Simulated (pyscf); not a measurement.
`[NH2][BH][SiH3]` + `[H][H]` → `[BH2][NH2]` + `[SiH4]`, a four-centre exchange (singlet surface; B–Si, H–H broken, B–H, H–Si formed). Single points on ωB97X-D3(BJ)/def2-SVP structures (PySCF, gas phase). Energies in eV from the separated reactants.

Small-basis levels: PySCF, no dispersion term, spherical d functions. 

In single points B3LYP/LANL2DZ puts the saddle at 1.93 eV and the reaction energy at -0.37 eV. Should these be trusted to within a few kcal/mol? Compare with ωB97M-D3(BJ)/def2-TZVP.

ωB97M-D3(BJ)/def2-TZVP gives ΔE‡ = 1.25 eV and ΔE = -0.43 eV. B3LYP/LANL2DZ lies 0.68 eV over it in the barrier and 0.06 eV over it in the reaction energy, so on this step it does not hold to within 0.13 eV. ωB97M-D3(BJ)/def2-TZVP has limits of its own. At the saddle there is also a short B–H contact that neither side keeps. H₂N–BH–SiH₃ lies 0.57 eV over its isomer H₂B–NH–SiH₃ (electronic energy, ωB97M-D3(BJ)/def2-TZVP). This is the saddle that the search found; another between the same sides may lie lower.
